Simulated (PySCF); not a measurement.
**Si2: energy against distance**

Set-up: basis Si def2-SVPD; no relativity; PySCF 2.14. Energies in eV from Si + Si in their ground configurations at the same level. State: ³Σg⁻ (triplet), unpaired electrons π ↑↑.

All columns are PBE0.

```
R (Å)  E (eV)  HOMO (eV)  LUMO (eV)  Mayer bond order  ⟨S²⟩
1.952  -2.330      -5.82      -4.18              2.09  2.01
2.043  -2.893      -5.85      -4.00              2.07  2.01
2.134  -3.206      -5.86      -3.83              2.05  2.01
2.202  -3.317      -5.86      -3.72              2.05  2.01
2.270  -3.347      -5.85      -3.61              2.05  2.01
2.338  -3.314      -5.83      -3.52              2.05  2.01
2.429  -3.196      -5.80      -3.40              2.05  2.01
2.542  -2.964      -5.75      -3.27              2.05  2.01
2.679  -2.612      -5.66      -3.13              2.04  2.01
2.860  -2.086      -5.53      -3.12              2.04  2.01
```

The state was picked by a PBE0 search and need not be the measured ground state.
